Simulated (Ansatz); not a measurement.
Computed with Ansatz on PBE0-D4/def2-TZVP structures; ΔE is electronic, products minus reactants. CBS: MP2 limit from def2 TZ/QZ plus the TZ coupled-cluster correction, frozen cores. DFT in def2-TZVPP. HSE06 is defined as in plane-wave codes. One conformer a species, not always the lowest.

`C/C=C/N` → `CC(C)=N`  (isomerisation)

`C/C=C/N`:

Cartesian coordinates in Å:
```
C 0.854 0.687 1.320
C 0.500 -0.137 0.128
C -0.701 -0.131 -0.448
N -1.125 -0.948 -1.488
H 1.707 1.345 1.120
H 0.015 1.317 1.626
H 1.130 0.066 2.179
H 1.272 -0.791 -0.273
H -1.482 0.517 -0.056
H -0.381 -1.403 -1.995
H -1.790 -0.523 -2.113
```

`CC(C)=N`:

Z-matrix (Å, degrees):
```
C
C 1 1.502
H 1 1.091 2 111.6
H 1 1.094 2 110.5 3 121.2
H 1 1.094 2 110.4 3 -121.1
C 2 1.497 1 115.9 3 -179.5
N 2 1.268 1 125.1 3 0.5
H 6 1.094 2 110.6 1 -58.5
H 6 1.088 2 110.2 1 -179.6
H 6 1.094 2 110.5 1 59.5
H 7 1.021 2 110.6 1 -0.0
```

(1) Is it downhill or uphill in electronic energy at CCSD(T)/CBS, and by how much? (Estimate.)

(2) What do these levels give: B97M-V, ωB97M-V, B2PLYP, HSE06, CAM-B3LYP, MP2/def2-TZVPP? (An estimate is asked.)

Largest T1 diagnostic among the species: 0.011.

Answers

(1) Ansatz gave: Downhill: ΔE = -29.7 kJ/mol.

(2) The calculation gave: B97M-V -31.2, ωB97M-V -29.1, B2PLYP -27.7, HSE06 -22.9, CAM-B3LYP -25.5, MP2/def2-TZVPP -30.7 kJ/mol.

At CCSD(T), def2-SVP lies −7.2 kJ/mol from the extrapolated value and def2-TZVPP −3.5 kJ/mol. Leaving LDA and LC-ωPBE aside and taking each functional with its dispersion term where it has one, the values, not all of them listed here, spread over 8.2 kJ/mol, from ωB97X-V to PBE-D4. LDA lies +7.4 kJ/mol from PBE without D4.
